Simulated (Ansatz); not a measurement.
GaSiH$_{3}$ (H-bridged): how the triplet less singlet moves with the basis

GaSiH3 (H-bridged), singlet; coordinates (Å): Si -0.032 0.000 1.617; Ga -0.021 0.000 -0.645; H 0.903 1.042 0.851; H 0.903 -1.042 0.851; H 0.554 0.000 -2.117. Quantity: triplet less singlet, vertical.

Ansatz 0.2.0, basis cc-pVDZ or cc-pVTZ; geometries are PBE0/def2-TZVP minima. Wave-function levels freeze the cores with the filled d shells of p-block atoms; HF, MP2 and coupled cluster are restricted for singlets and unrestricted otherwise, restricted open-shell where a d shell is frozen, Kohn–Sham unrestricted where that lies lower. The reference is CCSDT(Q) (coupled cluster only where its series has nearly closed). Semilocal and hybrid functionals correlate all electrons outside any core potential and usually lie nearer their basis limit than the reference, so part of their error here is the reference's basis and frozen-core error; RPA and the MP2 part of double hybrids freeze the same cores as the reference. None of these values is a measured one. Energies are electronic, without zero-point terms. No spin–orbit coupling and no scalar relativity. The species are chosen: bound, without strong static correlation by their natural occupations or amplitudes, in their lowest spin state as far as vertical gaps and like structures tell, and with a ladder that closes on the reference, so errors are smaller than for species at large; levels whose determinant breaks symmetry or spin markedly are left out.

```
    level  cc-pVDZ (kcal/mol)  cc-pVTZ (kcal/mol)
reference     76.7 (CCSDT(Q))     76.4 (CCSDT(Q))
      MP2                77.1                77.0
     CCSD                75.9                75.6
  CCSD(T)                76.7                76.5
    CCSDT                76.5                76.3
      PBE                76.9                75.9
     PBE0                76.1                75.0
  wB97M-V                79.8                79.1
```

From cc-pVDZ to cc-pVTZ the reference moves by -0.3 kcal/mol and PBE by -1.0; the step from CCSD(T) to the reference is 0.0 in the first and -0.1 in the last.
